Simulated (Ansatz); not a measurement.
## Tl4CdI6 (P4/mnc, No. 128)

These are PBEsol+SOC (Ansatz, a first-principles code, PAW) values and carry that method's errors.

Numerical settings: plane-wave cutoff 520 eV, 4×4×4 k mesh, Fermi–Dirac smearing 0.01 eV, PAW data made under PBE.

Cell: measured lattice: a = b = 9.229 Å, c = 9.605 Å, α = β = γ = 90.00°.

| Property | Result |
|---|---|
| band gap | 1.57 eV (direct) |

Measured, for comparison: band gap 2.83 eV (temperature not stated, not corrected to a static lattice, detector crystals; as tabulated in Piasecki et al. (2022), doi:10.1039/d1ma01259b). Computed (rounded) less measured: band gap -1.26 eV.

Note: cell and atoms aren't relaxed at this level (largest force component 0.09 eV/Å, pressure -1.0 GPa).

The computed numbers hold no vibrational or temperature effects.
